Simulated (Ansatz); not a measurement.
in.yaml

```yaml
crystal:
  periodic: [false, false, false]
  atoms:
    - {symbol: As, position_ang: [0.000000, -0.068270, 0.000000]}
    - {symbol: H, position_ang: [0.000000, 2.537315, -2.649795]}
    - {symbol: H, position_ang: [0.000000, 2.537309, 2.649800]}
basis:
  gaussian: {orbitals: cc-pVDZ}
total_charge: 1
magnetization: {spin_polarized: false}
correlation: {method: ccsdtq, electrons: outside_noble_gas}
```

```sh
$ ansatz run in.yaml --threads 1 --pin off --events-out ev --progress --plain --max-ram 2393MiB
```

Roughly how long does this take on 1 thread of Arm Neoverse V2, shared host, and how much host memory?

18 s wall and 0.18 GiB.

```
636 factors; integrals over basis functions are off by at most 1.1e-7 eV
mean field evaluation 1: about -60800.2742 eV, gradient 2.1e1 eV
mean field evaluation 2: about -60800.2752 eV, gradient 2.1e1 eV
mean field evaluation 4: about -60805.0598 eV, gradient 2.9e0 eV
mean field evaluation 8: about -60805.1025 eV, gradient 4.9e-1 eV
mean field evaluation 16: about -60805.1028 eV, gradient 2.1e-4 eV
mean field evaluation 32: about -60805.0564 eV, gradient 2.9e0 eV
mean field evaluation 64: about -60800.7209 eV, gradient 1.2e1 eV
mean field evaluation 96: about -60801.6734 eV, gradient 3.1e0 eV
mean field evaluation 128: about -60805.1167 eV, gradient 8.1e-7 eV
mean field evaluation 160: about -60805.1201 eV, gradient 7.3e-2 eV
...
cycle  26  -9.13456967 eV  change    1.5e-4 eV  update   1.2e-4
cycle  27  -9.13404983 eV  change    5.2e-4 eV  update   9.7e-5
cycle  28  -9.13385171 eV  change    2.0e-4 eV  update   3.7e-5
cycle  29  -9.13370288 eV  change    1.5e-4 eV  update   1.5e-5
cycle  30  -9.13368997 eV  change    1.3e-5 eV  update   4.3e-6
cycle  31  -9.13373031 eV  change   -4.0e-5 eV  update   5.3e-6
cycle  32  -9.13373392 eV  change   -3.6e-6 eV  update   1.1e-6
cycle  33  -9.13373950 eV  change   -5.6e-6 eV  update   7.8e-7
cycle  34  -9.13374094 eV  change   -1.4e-6 eV  update   4.2e-7
cycle  35  -9.13374116 eV  change   -2.2e-7 eV  update   2.5e-7
WARN: these amplitudes may be one of several solutions (largest doubles amplitude 0.83, level shift 3.25 eV)
Total energy: -60814.23658246 eV, -2234.8819730353 hartree
```

For the same geometry and basis full CI lies 50.8 meV higher.
